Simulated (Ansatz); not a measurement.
# One shape, several levels: doublet BCl−

Wanted: a comparison of 6 runs (UB3LYP/6-31G*, U-r2SCAN0/def2-TZVPPD, U-revPBE/def2-TZVPPD, UMP2/def2-TZVPPD, UBCCD(T)/def2-TZVPPD, UCCSD(T)/def2-TZVPPD) of doublet BCl−. 

Program for the calculation: Ansatz 0.2.0.

40 further runs of the same task are left out: 40 set aside as unsound or not needed.

### 1 The structure to begin with

BCl− has 2 atoms, charge -1, and is taken as a doublet. SMILES of the parent species: `[B]Cl`. Geometry: relaxed at PBE0-D4/def2-TZVP. That shape belongs to the parent species and isn't relaxed for this state.

Bond lengths: B1–Cl2 1.718 Å.

### 2 A single-point energy at UB3LYP/6-31G(d) (spherical functions) (run 1)

Contents of molecule.yaml:

```yaml
crystal:
  periodic: [false, false, false]
  atoms:
    - {symbol: B, position_ang: [-0.000000, -0.000000, -0.069660]}
    - {symbol: Cl, position_ang: [0.000000, 0.000000, 1.648190]}
basis:
  gaussian:
    orbitals: 6-31G_st_-spherical.json
total_charge: -1
magnetization:
  spin_polarized: true
  initial_magnetization: 1
hamiltonian:
  xc: {name: B3LYP}
accuracy: high
output:
  orbitals: {seedname: orbitals}
```

The basis set 6-31G* is read from a file made from the Basis Set Exchange's data (not shown).

Run with:

```bash
$ ansatz run molecule.yaml --threads 1 --pin off --max-ram 3480MiB --events-out events.jsonl --progress --plain --runs-dir runs
```

The program printed:

```text
Warning: RAYON_NUM_THREADS=1 ignored (pool sized by the plan → 1); use --threads N
Functional definition: B3LYP
  name "B3LYP"
  parameter a0 = 0.2
  parameter ax = 0.72
  parameter ac = 0.81
  exchange = (1 - a0 - ax)*slater_x + ax*b88_x + a0*exact_x
  correlation = (1 - ac)*vwn_rpa_c + ac*lyp_c
586 factors; integrals over basis functions are off by at most 3.8e-9 eV
mean field evaluation 1: about -13191.7558 eV, gradient 2.5e1 eV
mean field evaluation 2: about -13191.1386 eV, gradient 2.6e1 eV
mean field evaluation 4: about -13195.6630 eV, gradient 6.9e-1 eV
mean field evaluation 8: about -13195.7023 eV, gradient 8.8e-3 eV
mean field evaluation 16: about -13195.7023 eV, gradient 1.2e-6 eV
mean field -13195.70227808 eV, -484.9331143512 hartree, gradient 2.4e-8 eV, S^2 0.753332; 1 other end points of the search recorded, 0 dependent functions left out
reference -13195.70230491 eV, -484.9331153372 hartree; 12, 11 occupied and 20, 21 virtual orbitals, 586 factors
Total energy: -13195.70230491 eV, -484.9331153372 hartree
```

Run time: 2.1 s. Hardware: 1 thread of Arm Neoverse V1, shared host; peak memory 0.11 GiB.

### 3 A single-point energy at U-r2SCAN0/def2-TZVPPD (run 2)

Contents of input.yaml:

```yaml
crystal:
  periodic: [false, false, false]
  atoms:
    - {symbol: B, position_ang: [-0.000000, -0.000000, -0.069660]}
    - {symbol: Cl, position_ang: [0.000000, 0.000000, 1.648190]}
basis:
  gaussian:
    orbitals: def2-TZVPPD.json
total_charge: -1
magnetization:
  spin_polarized: true
  initial_magnetization: 1
hamiltonian:
  xc: {name: r2SCAN0}
accuracy: high
output:
  orbitals: {seedname: orbitals}
```

The basis set def2-TZVPPD is read from a file made from the Basis Set Exchange's data (not shown).

Run with:

```bash
$ ansatz run input.yaml --threads 1 --pin off --max-ram 3480MiB --events-out events.jsonl --progress --plain --runs-dir runs
```

The program printed:

```text
Warning: RAYON_NUM_THREADS=1 ignored (pool sized by the plan → 1); use --threads N
Functional definition: r2SCAN0
  name "r2SCAN0"
  parameter a = 0.25
  parameter k0 = 0.174
  parameter k1 = 0.065
  parameter a1 = 4.9479
  exchange = (1 - a)*r2scan_x(k0 = k0, k1 = k1, a1 = a1) + a*exact_x
  correlation = r2scan_c
1174 factors; integrals over basis functions are off by at most 3.0e-9 eV
mean field evaluation 1: about -13191.6419 eV, gradient 2.6e1 eV
mean field evaluation 2: about -13190.7118 eV, gradient 3.2e1 eV
mean field evaluation 4: about -13195.8488 eV, gradient 2.1e0 eV
mean field evaluation 8: about -13195.9523 eV, gradient 1.7e-1 eV
mean field evaluation 16: about -13195.9531 eV, gradient 2.7e-3 eV
mean field evaluation 32: about -13195.0712 eV, gradient 4.5e0 eV
mean field -13195.95306413 eV, -484.9423305687 hartree, gradient 5.9e-8 eV, S^2 0.763944; 2 other end points of the search recorded, 0 dependent functions left out
reference -13195.95307784 eV, -484.9423310724 hartree; 12, 11 occupied and 76, 77 virtual orbitals, 1174 factors
Total energy: -13195.95307784 eV, -484.9423310724 hartree
```

Wall time 19 s (1 thread of Arm Neoverse V1, shared host); peak memory 0.3 GiB.

Runs 3 to 4 aren't shown in full; the table further down has their settings and results.

### 4 A single-point energy at UBCCD(T)/def2-TZVPPD (run 5)

Contents of input.yaml:

```yaml
crystal:
  periodic: [false, false, false]
  atoms:
    - {symbol: B, position_ang: [-0.000000, -0.000000, -0.069660]}
    - {symbol: Cl, position_ang: [0.000000, 0.000000, 1.648190]}
basis:
  gaussian: {orbitals: def2-TZVPPD.json}
total_charge: -1
magnetization: {spin_polarized: true, initial_magnetization: 1}
correlation: {method: bccd_t, frozen_orbitals: {B: 1, Cl: 5}}
accuracy: high
scf: {omitted_lower_state_checks: [cluster_reference, increment]}
```

The basis set def2-TZVPPD is read from a file made from the Basis Set Exchange's data (not shown).

Run with:

```bash
$ ansatz run input.yaml --threads 1 --pin off --max-ram 3480MiB --events-out events.jsonl --progress --plain --runs-dir runs
```

The program printed:

```text
Warning: RAYON_NUM_THREADS=1 ignored (pool sized by the plan → 1); use --threads N
[... 21 lines left out ...]
6 core orbitals not correlated: weight in the atoms' cores, before any rotation towards them, 1.000 or more for the frozen orbitals, at most 0.000 for the correlated occupied ones
[... 38 lines left out ...]
Total energy: -13182.20681280 eV, -484.4371651497 hartree
Checks for a lower state left out: cluster_reference, increment
```

Wall time 30 s (1 thread of Arm Neoverse V1, shared host); peak memory 0.82 GiB.

### 5 A single-point energy at UCCSD(T)/def2-TZVPPD (run 6)

Contents of run.yaml:

```yaml
crystal:
  periodic: [false, false, false]
  atoms:
    - {symbol: B, position_ang: [-0.000000, -0.000000, -0.069660]}
    - {symbol: Cl, position_ang: [0.000000, 0.000000, 1.648190]}
basis:
  gaussian:
    orbitals: def2-TZVPPD.json
correlation:
  method: ccsd_t
  frozen_orbitals: {B: 1, Cl: 5}
accuracy: high
scf:
  omitted_lower_state_checks: [cluster_reference, increment]
total_charge: -1
magnetization:
  spin_polarized: true
  initial_magnetization: 1
```

The basis set def2-TZVPPD is read from a file made from the Basis Set Exchange's data (not shown).

Run with:

```bash
$ ansatz run run.yaml --threads 1 --pin off --max-ram 3480MiB --events-out events.jsonl --progress --plain --runs-dir runs
```

The program printed:

```text
Warning: RAYON_NUM_THREADS=1 ignored (pool sized by the plan → 1); use --threads N
[... 21 lines left out ...]
6 core orbitals not correlated: weight in the atoms' cores, before any rotation towards them, 1.000 or more for the frozen orbitals, at most 0.000 for the correlated occupied ones
[... 35 lines left out ...]
Total energy: -13182.20301439 eV, -484.4370255605 hartree
Checks for a lower state left out: cluster_reference, increment
```

It took 23 s on 1 thread of Arm Neoverse V1, shared host; peak memory 0.6 GiB.

### 6 Overview of the runs

| run | level | frozen core orbitals | energy (Eh) | ⟨S²⟩ | wall time |
| --- | --- | --- | --- | --- | --- |
| 1 | UB3LYP/6-31G* (spherical functions) | – | -484.933115 | 0.753 | 2.1 s |
| 2 | U-r2SCAN0/def2-TZVPPD | – | -484.942331 | 0.764 | 19 s |
| 3 | U-revPBE/def2-TZVPPD | – | -484.907043 | 0.756 | 41 s |
| 4 | UMP2/def2-TZVPPD | 6 | -484.393856 | 0.783 | 13 s |
| 5 | UBCCD(T)/def2-TZVPPD | 6 | -484.437165 | 0.783 | 30 s |
| 6 | UCCSD(T)/def2-TZVPPD | 6 | -484.437026 | 0.783 | 23 s |

### 7 Results

| quantity | value |
| --- | --- |
| run 6: total energy | -484.43703 Eh |
| run 6: correlation energy (6 core orbitals frozen) | -316.7 mEh |
| run 6: (T) correction | -14.57 mEh |
| run 6: ⟨S²⟩ of the reference determinant | 0.783 |
| run 6: T1 diagnostic | 0.022 |

What this shows: Totals of different functionals can't be ranked against each other. In runs 1, 2, 3 the HOMO lies above zero, so the outermost electron may be held by the basis alone. All runs together took 2.1 min, the longest 41 s.
